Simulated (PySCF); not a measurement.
**Magnetisability: `C[C@@H]1C[C@@H]1CF`, C$_{5}$H$_{9}$F**

Cartesian coordinates in Å; atom numbers follow the order of the lines, from 1:
```xyz
15

C     1.545   -0.748   -0.136
C     0.796    0.560   -0.151
C     0.097    1.040    1.086
C    -0.707    0.610   -0.105
C    -1.562   -0.637   -0.054
F    -2.607   -0.518   -0.941
H     1.121   -1.436    0.591
H     1.520   -1.217   -1.119
H     2.587   -0.574    0.128
H     1.273    1.316   -0.763
H     0.102    0.385    1.945
H     0.130    2.088    1.340
H    -1.188    1.392   -0.681
H    -1.015   -1.539   -0.348
H    -2.017   -0.783    0.933
```

The calculation used GIAO B3LYP/pcSseg-1 magnetisability, rotational g tensor and spin-rotation constants, non-relativistic, gas phase in PySCF. Geometry: GFN2-xTB, dihedral held. The dihedral C2–C4–C5–F6 is held at 225°.

(1) How diamagnetic is it, and how anisotropic?

(2) Split it along the inertial axes a, b, c into diamagnetic and paramagnetic parts about the centre of mass, with the quadrupole moment.

(3) And the rotational g tensor?

## Answers

(1) Isotropic -1079 × 10⁻³⁰ J/T², or -65.0 × 10⁻⁶ cm³/mol; principal values -1172, -1069, -997 × 10⁻³⁰ J/T², anisotropy 153 × 10⁻³⁰ J/T² (root of half the summed squared differences of the principal values). The susceptibility is in cgs units.

(2) 
```csv
axis,χ (10⁻⁶ cm³/mol),diamagnetic (10⁻⁶ cm³/mol),paramagnetic (10⁻⁶ cm³/mol),summed x² of all electrons (Å²),quadrupole Θ (D Å)
a,-63.8,-286.5,222.7,122.5,-6.21
b,-64.5,-612.8,548.3,45.6,+2.49
c,-66.6,-713.4,646.8,21.9,+3.72
```
Anisotropies 2χaa − χbb − χcc = +3.5 and 2χbb − χaa − χcc = +1.4 × 10⁻⁶ cm³/mol. Θ is traceless in Buckingham's convention.

(3) 
```
axis  rotational constant (GHz)        g  nuclear part  electronic part
   a                     6.4331  -0.0022        0.6707          -0.6730
   b                     2.1944  -0.0053        0.5599          -0.5652
   c                     1.8695  -0.0033        0.5647          -0.5681
```
Asymmetric top; isotopes 12C, 19F, 1H; no vibrational averaging.
